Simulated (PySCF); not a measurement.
# Computed and reference excited states of `C1=CC=C2N=CC=NC2=C1` (quinoxaline)

Published values to compare with (the computed states carry no symmetry labels, so the two lists aren't matched line by line):

| state | E (eV) | f | kind of transition | source |
| --- | --- | --- | --- | --- |
| 3B2(π→π*) | 3.25 |  | vertical absorption | [1] |
| 3B1(n→π*) | 3.35 |  | vertical absorption | [1] |
| 1B1(n→π*) | 3.79 |  | vertical absorption | [1] |
| 3A1(π→π*) | 3.88 |  | vertical absorption | [1] |
| 1A1(π→π*) | 4.26 |  | vertical absorption | [1] |
| 1B2(π→π*) | 4.59 |  | vertical absorption | [1] |
| 1B2(π→π*) | 4.63 |  | vertical absorption | [2] |
| 1A2(n→π*) | 5.09 |  | vertical absorption | [1] |
| 1A2(n→π*) | 5.39 |  | vertical absorption | [1] |
| 1A1(π→π*) | 5.65 |  | vertical absorption | [2] |
| 1A1(π→π*) | 5.67 |  | vertical absorption | [1] |
| 1B1(n→π*) | 6.14 |  | vertical absorption | [1] |
| 1B1(n→π*) | 6.22 |  | vertical absorption | [2] |
| 1B2(π→π*) | 6.28 |  | vertical absorption | [1] |

[1] computed, CC3/aug-cc-pVTZ, gas; Loos, Jacquemin, bicyclic systems (2021), arXiv:2109.13894
[2] computed, theoretical best estimate (aug-cc-pVQZ), gas; Loos, Comin, Blase, Jacquemin, intramolecular charge-transfer excitations (2021), arXiv:2103.02947

Quinoxaline, C₈H₆N₂.
Numbering: `[cH:1]1[cH:2][cH:3][c:4]2[n:5][cH:6][cH:7][n:8][c:9]2[cH:10]1` (hydrogens: H11 on C1; H12 on C2; H13 on C3; H14 on C6; H15 on C7; H16 on C10)

Theory: TDDFT B3LYP/def2-SVPD, vertical, gas phase, core orbitals frozen in the response (PySCF 2.14.0, density-fitted response routines). Isolated species at its GFN2-xTB geometry, gas phase.

Computed singlets: 3.46 eV (f 0.002); 4.19 eV (f 0.025); 4.50 eV (f 0.072); 4.70 eV (f 0.000); 5.07 eV (f 0.000); 5.68 eV (f 0.003); 5.84 eV (f 0.643); 6.01 eV (f 0.016). Computed triplets (Tamm–Dancoff): 2.94, 3.11, 3.67 eV.

Problem. How does the lowest computed triplet compare with the best estimate listed for the lowest triplet (vertical absorption)?

Solution. 2.94 eV against 3.25 eV for 3B2(π→π*) [1]: a difference of -0.31 eV. Geometry and basis of the two calculations needn't be the same.
